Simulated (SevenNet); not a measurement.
# 1T (CdI2-type) CdI2

Calculation: the machine-learned potential SevenNet-l3i5 (trained on PBE and PBE+U data).

Cell: relaxed at this level.

```
Property              Value
------------------  -------
lattice constant a  4.337 Å
c axis length       7.754 Å
```

Measured, for comparison: lattice constant a 4.244 Å, lattice parameter c 6.859 Å (temperature not stated, not corrected to a static lattice; as tabulated in de Haan, NBS Special Publication (1969), 233, by the Crystallography Open …). Computed (rounded) less measured: lattice constant a +2.2 %, lattice parameter c +13.0 %.

A machine-learned potential is trained on density-functional data: it inherits that level's misses and adds fitting errors of its own.

Note: the model gives imaginary modes for this phase (in the spectrum interpolated from a supercell); the model's c/a of 1.79 is far from the 1.62 of the starting cell; the model's elastic tensor is not positive definite here; this model's volume lies 18 % above that of the starting cell (a measured, published or database cell).
